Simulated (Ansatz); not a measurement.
## How far each method lies from UCCSDT(Q) for Cl–CH–Ga, doublet

Geometry: a PBE0/def2-TZVP stationary point for this spin, not checked as a minimum.

```json
{"atom": "Cl", "x (Å)": "0.0000", "y (Å)": "-0.2243", "z (Å)": "1.9932"}
{"atom": "C", "x (Å)": "0.0000", "y (Å)": "0.8739", "z (Å)": "0.6620"}
{"atom": "Ga", "x (Å)": "0.0000", "y (Å)": "-0.0640", "z (Å)": "-1.1423"}
{"atom": "H", "x (Å)": "0.0000", "y (Å)": "1.9032", "z (Å)": "1.0230"}
```

Basis cc-pVDZ; Ansatz 0.2.0. Only valence electrons are correlated (noble-gas cores and the filled d shells of p-block atoms frozen), which leaves 15 electrons in 44 orbitals. Prefix R: restricted or restricted open-shell reference; prefix U: unrestricted. No spin–orbit coupling is included, and no scalar relativity.

Full CI isn't at hand for all of this; UCCSDT(Q) serves as the reference, and is uncertain by about the last step of the cluster series.

```
UHF ⟨S²⟩                          : 0.768
T1 diagnostic (RCCSD)             : 0.0223
largest doubles amplitude (RCCSD) : 0.083
T1 diagnostic (UCCSD)             : 0.0207
```

From what is known of these methods and the diagnostics, rank them by the size of their error in total energy against UCCSDT(Q) in cc-pVDZ, smallest first (an estimate: the text doesn't fix the numbers).
A. UCCSD
B. UMP2
C. UCCSDT
D. UHF
E. UCCSD(T)

C (21 meV), E (51 meV), A (304 meV), B (1329 meV), D (9229 meV).

All errors are against UCCSDT(Q) in cc-pVDZ. Within each family the higher level lies nearer, as is usual though not guaranteed.

Atomization energy (electronic, same basis, no zero-point term; atoms at the same level, unrestricted beside the R rows where the molecule is a closed shell, but restricted open-shell past Ca, as are all atoms' steps beyond CCSDT(Q)) at UCCSDT(Q): 949.1 kJ/mol. Errors of other levels:

| level | error (kJ/mol) |
| --- | --- |
| UHF | -235.9 |
| UMP2 | 19.0 |
| UCCSD | -20.0 |
| UCCSD(T) | -2.5 |
| UCCSDT | -1.6 |

This basis is far from its limit, so the value isn't to be set against a measured one.
